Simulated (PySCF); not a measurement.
## Solvent effects on NMR parameters

Molfile (atoms numbered from 1):
```
H6SSi2
     RDKit          3D

  9  8  0  0  0  0  0  0  0  0999 V2000
    1.6441   -0.0473    0.0523 Si  0  0  0  0  0  4  0  0  0  0  0  0
    0.0672    0.1303   -1.4066 S   0  0  0  0  0  0  0  0  0  0  0  0
   -1.6232    0.0589   -0.0775 Si  0  0  0  0  0  4  0  0  0  0  0  0
    2.4556   -1.2673   -0.2242 H   0  0  0  0  0  0  0  0  0  0  0  0
    2.5263    1.1534   -0.0078 H   0  0  0  0  0  0  0  0  0  0  0  0
    1.0405   -0.1537    1.4156 H   0  0  0  0  0  0  0  0  0  0  0  0
   -1.7031   -1.2524    0.6320 H   0  0  0  0  0  0  0  0  0  0  0  0
   -2.8206    0.2394   -0.9459 H   0  0  0  0  0  0  0  0  0  0  0  0
   -1.5598    1.1507    0.9389 H   0  0  0  0  0  0  0  0  0  0  0  0
  1  2  1  0
  2  3  1  0
  1  4  1  0
  1  5  1  0
  1  6  1  0
  3  7  1  0
  3  8  1  0
  3  9  1  0
M  END
```

GIAO PBE0/pcSseg-1 in PySCF 2.14 on one PBE0-D3(BJ)/def2-SVP conformer, non-relativistic, equivalent nuclei averaged. Solvents enter as an IEF-PCM continuum (acetone with ε = 20.5, water with ε = 78.4) around the gas-phase geometry. Shifts are referred to TMS, CS2 computed in the same medium.

Gas phase, δ in ppm: Si1/Si3 -44.1, S2 -388.2, H4/H5/H6/H7/H8/H9 4.64. Dipole moment 1.42 D.

**Question.** How does each δ change in the continuum?

**Answer.** 
| atoms | environment | Δδ, acetone | Δδ, water |
| --- | --- | --- | --- |
| Si1/Si3 | silicon bonded to S, 3 H | -4.1 | -4.0 |
| S2 | sulfur bonded to 2 Si | +32.0 | +31.5 |
| H4/H5/H6/H7/H8/H9 | hydrogen on a silicon bonded to S | +0.01 | +0.01 |

Changes are relative to the gas phase. The dipole moment becomes 1.84 D in acetone, 1.87 D in water.

**Question.** Which nuclei move most (in ppm), and what does the model miss?

**Answer.** S2 (sulfur bonded to 2 Si, +31.5 ppm) in water. A continuum only polarises the solute; specific hydrogen bonds, the anisotropy of aromatic solvents and changes of geometry or conformer are outside it.
